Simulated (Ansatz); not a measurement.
This geometry of CH5B + H2 (9 atoms, charge 0, multiplicity 1) is a first-order saddle point.

Computed with RKS PBE-D4/def2-mTZVP (Ansatz 0.2.0).

```xyz
9
Properties=species:S:1:pos:R:3
B -0.043 -0.328 0.187
C -0.008 -0.005 1.922
H -0.947 -0.161 2.466
H 0.827 -0.426 2.498
H 0.160 1.077 1.853
H 1.052 -0.102 -0.244
H -1.052 0.155 -0.242
H -0.196 -1.585 0.024
H -0.144 -1.198 1.088
```

**Question.** Which two structures does it join? (They come from a converged band through this point; their orientation in space is the band's.)

**Answer.** Bonds broken: B1–C2, H8–H9. Bonds formed: B1–H8, C2–H9. CH5B + H2 becomes BH3 + CH4.

Initial state:

```xyz
9
Properties=species:S:1:pos:R:3
B 0.021 0.144 0.402
C 0.045 0.353 1.945
H -0.895 0.124 2.467
H 0.889 -0.115 2.471
H 0.191 1.449 2.072
H 1.041 -0.022 -0.216
H -1.004 0.252 -0.220
H -0.326 -2.326 -0.057
H -0.313 -2.430 0.689
```

Final state:

```xyz
9
Properties=species:S:1:pos:R:3
B -0.094 -0.572 -0.372
C 0.008 -0.035 2.244
H -0.953 0.009 2.770
H 0.816 -0.320 2.928
H 0.230 0.933 1.785
H 0.996 -0.097 -0.518
H -1.069 0.122 -0.444
H -0.219 -1.767 -0.326
H -0.066 -0.847 1.486
```

**Question.** How far does it lie above each of them?

**Answer.** 39.9 kJ/mol above the first and 55.7 kJ/mol above the second. This is the barrier of this one path; another mechanism may lie lower. The orbitals stay closed-shell, which can raise the energy where a bond breaks towards radicals; this wasn't checked here.

Time of the run: 120 s on 1 thread of Arm Neoverse V1, on a shared host, peak memory 0.11 GiB.
